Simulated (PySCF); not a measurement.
Dipole moment and polarisability of `C1CC1P1CC1`

Species: C₅H₉P.
Structure used (GFN2-xTB), in Å, numbered top down from 1:
```xyz
15
C5H9P angstrom
C     -1.8863   -0.7680    0.4856
C     -1.9551    0.6662    0.0799
C     -0.6192    0.0255    0.3335
P      0.4682   -0.3317   -1.1150
C      2.0333   -0.6952   -0.2133
C      1.8976    0.7367   -0.6569
H     -2.1078   -1.5162   -0.2615
H     -2.2021   -1.0427    1.4813
H     -2.2258    0.8913   -0.9414
H     -2.3163    1.3908    0.7946
H     -0.0994    0.3089    1.2437
H      2.7603   -1.3048   -0.7331
H      1.9712   -0.9117    0.8450
H      2.5378    1.0656   -1.4645
H      1.7391    1.4933    0.1001
```

Level: PBE0/def2-SVPD (PySCF), static field, nuclei fixed, core orbitals frozen in the response. The polarisability tensor in these axes (au):

```
x   100.34   1.06  -3.85
y     1.06  72.45  -0.53
z    -3.85  -0.53  71.09
```

Q: Diagonalise the tensor; give its mean and Δα, where Δα² is half the sum of the squared differences of the eigenvalues.

A: Principal values 70.51, 72.49 and 100.88 au; mean 81.29 au = 12.05 Å³ = 13.40 × 10⁻⁴⁰ C²·m²/J; Δα = 29.43 au (36 % of the mean).

Q: What is the dipole moment, and where does it point?

A: (0.15, 0.40, 1.21) D, 1.29 D in size, pointing from the negative to the positive side. Measured along this direction, the outermost atoms are P4 at the negative end and H11 at the positive end.

Q: Form Σ f/ω² (atomic units) for the 8 lowest TDDFT singlets, given as eV and f, and set it beside the mean polarisability, which is this sum over all singlets: 6.56, 0.0053; 6.65, 0.0349; 6.67, 0.0088; 7.06, 0.0172; 7.10, 0.0556; 7.16, 0.2681; 7.53, 0.0460; 7.57, 0.0040.

A: They add up to 6.42 au, 7.9 % of the 81.29 au; the largest single term is 3.87 au, from the state at 7.16 eV. Terms in order: 0.09, 0.58, 0.15, 0.26, 0.82, 3.87, 0.60, 0.05 au. Higher excitations give the rest. The strengths listed sum to 0.440.

Q: Find the Langevin capture rate constant for H3+ (3.023 u) meeting this molecule (100.044 u), k = 2.342 × 10⁻⁹ cm³/s × √(α in Å³ / reduced mass in u).

A: The reduced mass is 2.93 u, so k = 4.74 × 10⁻⁹ cm³/s. The formula leaves out the permanent dipole, which adds to the capture rate.

Q: Refractivity n − 1 of an ideal gas of it at 298.15 K and 1 atm, from the electronic α?

A: N = p/kT = 2.4615 × 10¹⁹ cm⁻³, so n − 1 = 2π × N × 12.05 × 10⁻²⁴ cm³ = 1863 × 10⁻⁶ at long wavelengths, for an ideal gas.

Geometry: GFN2-xTB, one conformer, isolated molecule.
